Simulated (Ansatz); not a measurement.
# AlH2F (triplet): from Hartree-Fock to the top rungs at a displaced geometry (v2), cc-pVDZ

How much of the correlation energy of AlH2F (triplet) does each wave-function method recover here?

Method: cc-pVDZ, core rule «outside noble gas», up to 6 orbitals frozen; program: Ansatz 0.2.0, Gaussian basis.

The runs, in order: UHF; CCSD(T) on ROHF; CCSD(T) on UHF; BCCD(T) on ROHF; CISD as a restricted active space (open shells left free, so some higher excitations enter); CCSDT(Q) on ROHF; CCSDT(Q) on UHF.

44 further runs of the same task are left out: 16 for a known fault of the program, 11 that didn't finish, 17 set aside as unsound or not needed. Runs told in other sessions of the task aren't counted.

## 1. The geometry

The geometry is a PBE0/def2-TZVP stationary point (not a proven minimum) with its atoms shifted at random (size 0.100 Å).

4 atoms, charge 0, spin multiplicity 3.

Atoms are counted from 1 here; the program's logs count them from 0.

Bond lengths: Al1–F2 1.665 Å, Al1–H3 1.953 Å, Al1–H4 1.846 Å. Angles: F2–Al1–H3 80.6°, F2–Al1–H4 80.3°, H3–Al1–H4 160.9°.

Coordinates:

```xyz
4
AlFH2
Al    0.06722   -0.00114    0.66895
F    -0.09765    0.00723   -0.98801
H    -0.02103   -1.92600    0.34875
H     0.06208    1.82034    0.36696
```

## 2. UHF

in.yaml

```yaml
crystal:
  periodic: [false, false, false]
  atoms:
    - {symbol: Al, position_ang: [0.067224, -0.001144, 0.668950]}
    - {symbol: F, position_ang: [-0.097650, 0.007230, -0.988014]}
    - {symbol: H, position_ang: [-0.021029, -1.925998, 0.348748]}
    - {symbol: H, position_ang: [0.062079, 1.820341, 0.366964]}
basis:
  gaussian: {orbitals: cc-pVDZ}
magnetization: {spin_polarized: true, initial_magnetization: 2}
hamiltonian: {xc: hf}
output: {orbitals: {seedname: orbitals}}
```

Started as:

```bash
$ ansatz run in.yaml --threads 1 --pin off --events-out ev --progress --plain --max-ram 2393MiB
```

After this run come: CCSD(T) on ROHF; CCSD(T) on UHF; BCCD(T) on ROHF; CISD as a restricted active space (open shells left free, so some higher excitations enter); CCSDT(Q) on ROHF; CCSDT(Q) on UHF.

Before running them: what should the planned runs give, taken together? Wanted: UCCSDT(Q) from the RHF energy; RMP2 from UCCSDT(Q); UMP2 from UCCSDT(Q); RCCSD from UCCSDT(Q); RCCSD(T) from UCCSDT(Q); UCCSD(T) from UCCSDT(Q); RCCSDT(Q) from UCCSDT(Q); T1 diagnostic.

**Answer**, as computed:

| quantity | value |
| --- | --- |
| UCCSDT(Q) from the ROHF energy | -7.6438 eV |
| RMP2 from UCCSDT(Q) | +81.0 kJ/mol |
| UMP2 from UCCSDT(Q) | +73.0 kJ/mol |
| RCCSD from UCCSDT(Q) | +21.5 kJ/mol |
| RCCSD(T) from UCCSDT(Q) | +4.5 kJ/mol |
| UCCSD(T) from UCCSDT(Q) | +4.2 kJ/mol |
| RCCSDT(Q) from UCCSDT(Q) | +0.6 kJ/mol |
| levels within 1 kcal/mol (43 meV) | BCCD(T), RCCSDT, UCCSDT, RCCSDT(Q) |
| T1 diagnostic | 0.074 |

What this shows: RCCSD(T) lands +4.5 kJ/mol from the yardstick (0.6 % of the correlation energy). These misses are within one basis, not against nature; the frozen cores of restricted and unrestricted runs differ, which can shift their rows.

With open shells the CI space here admits some higher excitations, so it is larger than plain CISD.
